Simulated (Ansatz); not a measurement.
Ansatz (a first-principles code) input:

Ansatz 0.2 input:
```yaml
crystal:
  periodic: [false, false, false]
  atoms:
    - {symbol: P, position_ang: [0.00293147, 0.00160888, 0.12817703]}
    - {symbol: H, position_ang: [-0.00384980, 1.18388197, -0.65609339]}
    - {symbol: H, position_ang: [1.01199153, -0.61366513, -0.65676338]}
    - {symbol: H, position_ang: [-1.05211382, -0.59435001, -0.60979871]}
basis:
  gaussian:
    orbitals: def2-TZVPD
hamiltonian:
  xc: {name: PBE0}
output: {forces: true}
```

Problem. What final total energy does it print?

Solution. -343.01644 Eh (PBE0/def2-TZVPD). The basis has 70 functions.
